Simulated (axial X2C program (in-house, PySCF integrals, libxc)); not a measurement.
## Spectroscopic constants of BP

Calculated with an in-house all-electron X2C program for linear molecules (integrals from PySCF). Spin-free means the one-electron spin-free X2C Hamiltonian; two-component (2c) means X2C with spin–orbit coupling and atomic mean-field two-electron Coulomb and Gaunt terms, so the difference of the two also holds small scalar two-electron terms. Basis: P dyall-v3z [8s7p2d1f], B dyall-v3z [7s6p2d1f] (cores contracted in-house); Gaussian nuclei, density fitting, unrestricted open shells. Masses: P 30.974 u, B 11.009 u.

State, spin-free: M_S = 1, Λ = 1 (beyond evenly filled blocks: σα, π+α, π+β, π-α); electrons by block: σα: 7, σβ: 6, π+α: 2, π+β: 2, π-α: 2, π-β: 1. Fragments: P + B.

State, 2c: Ω = 2 (⟨Sz⟩ = 1.00, ⟨Lz⟩ = 1.00 at PBE0); electrons by block: 1/2: 9, -1/2: 8, 3/2: 2, -3/2: 1. Fragments: P + B.

```json
{"Hamiltonian": "spin-free", "level": "PBE0", "Re (Å)": "1.739", "ωe (cm⁻¹)": "979.4", "ωexe (cm⁻¹)": "6.06", "Be (cm⁻¹)": "0.6861", "αe (cm⁻¹)": "0.00547", "De (eV)": "3.50", "k (mdyn/Å)": "4.59", "μ (D)": "0.26"}
{"Hamiltonian": "spin-free", "level": "r2SCAN0", "Re (Å)": "1.734", "ωe (cm⁻¹)": "997.7", "ωexe (cm⁻¹)": "5.96", "Be (cm⁻¹)": "0.6907", "αe (cm⁻¹)": "0.00534", "De (eV)": "3.30", "k (mdyn/Å)": "4.76", "μ (D)": "0.39"}
{"Hamiltonian": "2c", "level": "PBE0", "Re (Å)": "1.739", "ωe (cm⁻¹)": "979.2", "ωexe (cm⁻¹)": "6.06", "Be (cm⁻¹)": "0.686", "αe (cm⁻¹)": "0.00547", "De (eV)": "3.51", "k (mdyn/Å)": "4.59", "μ (D)": "0.26"}
{"Hamiltonian": "2c", "level": "r2SCAN0", "Re (Å)": "1.734", "ωe (cm⁻¹)": "997.6", "ωexe (cm⁻¹)": "5.95", "Be (cm⁻¹)": "0.6905", "αe (cm⁻¹)": "0.00534", "De (eV)": "3.31", "k (mdyn/Å)": "4.76", "μ (D)": "0.39"}
```

Dipoles are positive if B is the positive end.

Occupations by symmetry block were frozen at the best pattern of an incomplete PBE0 search. De is counted from the lowest determinant-based energies of the atoms at the same level, without counterpoise correction. Density functionals use the spin component along the axis (collinear). The 2c atoms are single determinants rather than J levels; their spin–orbit lowering is only partly caught, and De is too large by that part. This holds for PBE0, r2SCAN0. PBE0 can misorder states that lie within some tenths of an eV, so this need not be the ground state of the molecule. The nearest other spin-free determinant of the search, M_S = 0, Λ = 1, lies 0.13 eV up at the distance of the search. The functionals have no current-density term, which raises determinants with orbital currents, atoms included. With several unpaired electrons one determinant need not be a pure state. Open-shell Ω = 0 determinants with evenly filled partner blocks cannot be reached by this program, so the Ω shown need not be the lowest component.

No reliable constants came from CCSD (2c), CCSD (spin-free), CCSD(T) (2c), CCSD(T) (spin-free), HF (2c), HF (spin-free), MP2 (2c), MP2 (spin-free): no minimum in range, unconverged points, a curve that is not smooth, a change of character along it, or the two Hamiltonians disagreeing along it.

Rough cost a point (2c) on 1 thread(s) of a shared host, integrals apart: PBE0 0.26 s, r2SCAN0 0.4 s.

The whole task took 95 s on 1 thread of Intel(R) Xeon(R) Processor @ 2.30GHz, on a shared host.
